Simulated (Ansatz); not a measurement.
Ansatz (a first-principles code) input (RPA@PBE/cc-pV(Q+d)Z):
A basis named .json is the Basis Set Exchange file of that set.

Ansatz 0.2 input:
```yaml
crystal:
  periodic: [false, false, false]
  atoms:
    - {symbol: B, position_ang: [-0.00527615, 0.68628422, -0.03815181]}
    - {symbol: Cl, position_ang: [1.53762474, -0.08886242, 0.01004358]}
    - {symbol: Cl, position_ang: [-1.53607293, -0.11298588, 0.00117754]}
basis:
  gaussian:
    orbitals: cc-pV_Q+d_Z.json
hamiltonian:
  xc: pbe
magnetization: {spin_polarized: true, initial_magnetization: 1}
correlation: {method: rpa, electrons: outside_noble_gas}
```

End of the output:

```
integrals: 0.30 GiB planned
1131 factors; integrals over basis functions are off by at most 7.1e-4 eV
mean field: 0.84 GiB planned
mean field evaluation 1: about -25710.4155 eV, gradient 1.6e1 eV
mean field evaluation 2: about -25710.4156 eV, gradient 1.6e1 eV
mean field evaluation 4: about -25711.8634 eV, gradient 3.8e0 eV
mean field evaluation 8: about -25711.9283 eV, gradient 9.1e-2 eV
mean field evaluation 16: about -25711.9283 eV, gradient 3.7e-6 eV
mean field -25711.92834011 eV, -944.8959383281 hartree, gradient 3.0e-6 eV, S^2 0.753138; 0 other end points of the search recorded, 0 dependent functions left out
11 core orbitals not correlated
reference -25680.14936078 eV, -943.7280823784 hartree; 9, 8 occupied and 163, 164 virtual orbitals, 1131 factors
Total energy: -25702.91401181 eV, -944.5646678733 hartree
```

It need not be the lowest isomer of its formula.
